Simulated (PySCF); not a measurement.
Shieldings and the share of exact exchange

Molecule: `CCF`, C2H5F.

Geometry (Å), atoms numbered from 1 in this order:
```xyz
8

C     0.762    0.079    0.055
C    -0.729   -0.128   -0.019
F    -1.314    0.876   -0.752
H     1.234   -0.722    0.645
H     1.205    0.075   -0.951
H     0.996    1.043    0.530
H    -1.181   -0.128    0.989
H    -0.973   -1.093   -0.498
```

GIAO shieldings (ppm, equivalent atoms averaged) in PySCF 2.14.0 with density-fitted response routines on the PBE0-D3(BJ)/def2-SVP geometry, basis pcSseg-2, gas phase, non-relativistic:

```csv
functional,exact exchange (%),σ(C2),σ(F3)
BLYP,0,87.7,391.2
BP86,0,93.2,397.0
PBE,0,93.1,394.6
B3LYP,20,94.7,404.3
mPW1PW91,25,100.6,410.2
BHandHLYP,50,103.5,419.1
HF,100,116.8,437.9
```

Problem. Fit each shielding as a line in the percentage of exact exchange.

Solution. σ(C2) = 91.4 + 0.25 x (rms 2.1 ppm); σ(F3) = 395.5 + 0.44 x (rms 2.4 ppm). The functionals also differ in their semilocal parts, which the line can't hold; Hartree–Fock has no correlation at all.

Problem. What does the line predict for PBE0 (25 %), and what does the run give?

Solution. σ(C2): 97.7 predicted, 101.2 computed; σ(F3): 406.5 predicted, 409.8 computed ppm.
